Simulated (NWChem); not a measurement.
System meant: SiF$_{4}$; SMILES F[Si](F)(F)F

Input file for NWChem:

```
start job
memory heap 200 mb stack 900 mb global 1100 mb
geometry units angstroms noautoz
  F      1.359340     0.737951     0.351338
  Si    -0.000018    -0.000010    -0.000001
  F     -1.110115     1.076529    -0.353046
  F     -0.473388    -0.858188     1.247131
  F      0.224137    -0.956338    -1.245425
end
basis spherical
  * library def2-svp
end
dft
  odft
  mult 2
  xc pbe0
  iterations 150
  mulliken
end
task dft energy
```

End of the output:

```
 ==============================================================================
                                 internuclear angles
 ------------------------------------------------------------------------------
        center 1       |       center 2       |       center 3       |  degrees
 ------------------------------------------------------------------------------
    1 F                |   2 Si               |   3 F                |   109.47
    1 F                |   2 Si               |   4 F                |   109.47
    1 F                |   2 Si               |   5 F                |   109.47
    3 F                |   2 Si               |   4 F                |   109.47
    3 F                |   2 Si               |   5 F                |   109.47
    4 F                |   2 Si               |   5 F                |   109.47
 ------------------------------------------------------------------------------
                            number of included internuclear angles:          6
 ==============================================================================

 Summary of "ao basis" -> "" (spherical)
 ------------------------------------------------------------------------------
       Tag                 Description            Shells   Functions and Types
 ---------------- ------------------------------  ------  ---------------------
 *                          def2-svp                  on all atoms

                                 NWChem DFT Module
                                 -----------------

 Summary of "ao basis" -> "ao basis" (spherical)
 ------------------------------------------------------------------------------
       Tag                 Description            Shells   Functions and Types
 ---------------- ------------------------------  ------  ---------------------
 F                          def2-svp                 6       14   3s2p1d
 Si                         def2-svp                 8       18   4s3p1d

 Summary of "ao basis" -> "ao basis" (spherical)
 ------------------------------------------------------------------------------
       Tag                 Description            Shells   Functions and Types
 ---------------- ------------------------------  ------  ---------------------
 F                          def2-svp                 6       14   3s2p1d
 Si                         def2-svp                 8       18   4s3p1d

  number of electrons :                   50
  multiplicity        :                    2
 ------------------------------------------------------------------------
  no. of electrons and multiplicity not compatible                  50
 ------------------------------------------------------------------------
 ------------------------------------------------------------------------
  current input line :
    20: task dft energy
 ------------------------------------------------------------------------
 ------------------------------------------------------------------------
 There is an error in the input file
 ------------------------------------------------------------------------
 For more information see the NWChem manual at https://nwchemgit.github.io

0: no. of electrons and multiplicity not compatible:Received an Error in Communication
```

**Question.** Can this run be used? If not, why, and what is the fix?

**Answer.** The input was rejected before any calculation. Cause: the multiplicity doesn't fit the number of electrons (an even count wants an odd multiplicity, and the reverse). This input runs:
```
start job
memory heap 200 mb stack 900 mb global 1100 mb
geometry units angstroms noautoz
  F      1.359340     0.737951     0.351338
  Si    -0.000018    -0.000010    -0.000001
  F     -1.110115     1.076529    -0.353046
  F     -0.473388    -0.858188     1.247131
  F      0.224137    -0.956338    -1.245425
end
basis spherical
  * library def2-svp
end
dft
  xc pbe0
  iterations 150
  mulliken
end
task dft energy
```
It converges to -688.20287 Ha (PBE0/def2-SVP).
